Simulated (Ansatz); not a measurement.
# C2H4S2: the cost of one run

Program: Ansatz 0.2.0. Level of theory: RKS PBE0/6-31G*. These are calculated values, not measurements.

1 further run of the same task is left out (it didn't finish).

### Step 1. The structure to begin with

Bond lengths: C1–C2 1.488 Å, C2–S3 1.627 Å, C2–S4 1.750 Å, C1–H5 1.090 Å, C1–H6 1.088 Å, C1–H7 1.091 Å, S4–H8 1.334 Å. Angles: C1–C2–S3 123.5°, C1–C2–S4 114.1°, S3–C2–S4 122.3°, C2–C1–H5 109.8°, C2–C1–H6 111.4°, C2–C1–H7 109.5°, H5–C1–H6 109.6°, H5–C1–H7 107.2°, H6–C1–H7 109.2°, C2–S4–H8 96.5°.

Structure file:

```xyz
8

C    -0.0219    1.0354   -0.2558
C     0.2115   -0.4164   -0.0307
S     1.4933   -1.2230   -0.6245
S    -1.0166   -1.1961    0.9425
H    -0.0094    1.2492   -1.3242
H    -0.9707    1.3559    0.1692
H     0.7868    1.6093    0.1981
H    -0.4730   -2.4143    0.9254
```

### Step 2. End point A

The input, input.yaml:

```yaml
crystal:
  periodic: [false, false, false]
  atoms:
    - { symbol: C, position_ang: [-0.02193, 1.03538, -0.25583] }
    - { symbol: C, position_ang: [0.21148, -0.41636, -0.03071] }
    - { symbol: S, position_ang: [1.49332, -1.22298, -0.62446] }
    - { symbol: S, position_ang: [-1.01658, -1.19607, 0.94255] }
    - { symbol: H, position_ang: [-0.00936, 1.24917, -1.32422] }
    - { symbol: H, position_ang: [-0.97073, 1.35586, 0.16922] }
    - { symbol: H, position_ang: [0.78678, 1.6093, 0.19807] }
    - { symbol: H, position_ang: [-0.47298, -2.41429, 0.92538] }
basis:
  gaussian: { orbitals: "6-31G*" }
hamiltonian:
  xc: pbe0
relax:
  f_tol: 0.015
  max_steps: 40
```

Command:

```
ansatz run input.yaml --threads 1 --pin off --max-ram 2048MiB --backend cpu --events-out ev --progress --plain --runs-dir out
```

What time and memory should one allow on 1 thread of Arm Neoverse N1, shared host?

About 2.6 min, with a peak of 0.15 GiB.
